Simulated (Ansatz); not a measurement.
**Zinc-blende MgS (metastable phase)**

All values below come from PBEsol (plane waves, PAW; Ansatz, a first-principles code).

Numerical settings: plane-wave cutoff 520 eV, 10×10×10 k mesh, Fermi–Dirac smearing 0.01 eV, scalar-relativistic PAW data made under PBE.

Cell (relaxed at this level):

```yaml
crystal:
  lattice:
    - [0.00000, -2.82592, 2.82592]
    - [2.82592, -2.82592, 0.00000]
    - [2.82592, 0.00000, 2.82592]
  atoms:
    - { symbol: Mg, position: [0.00000, 0.00000, 0.00000] }
    - { symbol: S, position: [0.25000, 0.25000, 0.25000] }
```

For zinc-blende MgS (metastable phase), the bulk modulus is 57.7 GPa and the band gap comes out as 3.32 eV (direct). The width of the whole s-p valence band comes out as 11.29 eV and the pressure derivative B′ of the bulk modulus is 4.1.

Measured, for comparison: band gap 4.78 ± 0.1 eV (temperature not stated, extrapolated in composition from an alloy gap of 4.19 eV, direct; extrapolated from a Zn0.2Mg0.8S0.645Se0.355 epilayer; as tabulated in Lucero et al. (2012), arXiv:1111.4515). Computed (rounded) less measured: band gap -1.46 eV.

Static lattice: no zero-point or thermal effects.
